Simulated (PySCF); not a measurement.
silicon monoxide (OSi), SMILES O=[Si] (connectivity only; charge and spin as stated), neutral, multiplicity 1.

Geometry optimised at B3LYP-D3(BJ)/def2-TZVPD.

The numbers are results of CAM-B3LYP/def2-TZVPD (PySCF), not measurements.

Gas-phase values at a fixed geometry.

- total energy = -364.75096 hartree
- point group = C∞v
- highest occupied level = -10.24 eV
- lowest empty level = -0.98 eV
- orbital gap = 9.26 eV
- dipole moment = 3.33 D
- quadrupole, principal values (traceless, Buckingham form, about the centre of nuclear charge) = -4.21, 2.10, 2.10 D·Å
- mean static polarisability = 29.4 bohr³ (4.36 Å³)
- polarisability, principal values = 27.3, 27.3, 33.5 bohr³
